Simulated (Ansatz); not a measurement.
What a trial cell of TlSi3 relaxes into

Computed with Ansatz 0.2.0, DFT PBE, scalar-relativistic, plane waves, PAW. Cutoff 420 eV, Γ-centred k mesh, Gaussian smearing, no spin polarisation in the final step.

The start puts TlSi3 on the Ni3Sn (D0_19) structure type (P6_3/mmc, No. 194), with Tl in place of Sn, Si in place of Ni, at a guessed volume.

```
CELL_PARAMETERS angstrom
5.99322 0.00000 0.00000
-2.99661 5.19028 0.00000
0.00000 0.00000 4.81048
ATOMIC_POSITIONS crystal
Tl 0.33333 0.66667 0.25000
Tl 0.66667 0.33333 0.75000
Si 0.83300 0.66600 0.25000
Si 0.16700 0.83300 0.75000
Si 0.33400 0.16700 0.25000
Si 0.16700 0.33400 0.75000
Si 0.83300 0.16700 0.25000
Si 0.66600 0.83300 0.75000
```

Cell and atoms relax at zero pressure; the relaxation can't lower the symmetry of the start. After a coarse first stage the cell is made exact in the group found at 0.06 Å.

Energies over the elements count from the elements' standard structures at the same level, with no empirical corrections.

Describe the relaxed structure.

It keeps P6_3/mmc (No. 194), but not the shape of the type it started on. Conventional cell: a = 7.086 Å, c = 4.062 Å. Around Tl lie 6 Si at 3.26 Å and 6 Si at 3.58 Å; around Si lie 6 Si at 2.55–2.66 Å.

Space group P6_3/mmc (No. 194). a = 7.086 Å, b = 7.086 Å, c = 4.062 Å, α = 90.00°, β = 90.00°, γ = 120.00°
| atom | site | symmetry | x | y | z |
| --- | --- | --- | --- | --- | --- |
| Tl | 2c | -6m2 | 0.3333 | 0.6667 | 0.2500 |
| Si | 6h | mm2 | 0.8747 | 0.7495 | 0.2500 |

What are its volume, energy, density and gap?

The volume per atom is 22.08 Å³, the density is 5.43 g/cm³ and the energy over the elements is 0.47 eV/atom. The gap on the 6×6×10 mesh is 0 eV (a metal).

The final run used a 6×6×10 mesh on its 8-atom cell and 0.10 eV smearing. The k mesh leaves about 4 meV/atom of noise in metals. Spin–orbit coupling is left out. Symmetry constrained the relaxation, so the result can be a saddle point.

Cost: 4 runs of about 5.1 core-minutes in all, on Arm Neoverse V2 (shared hosts).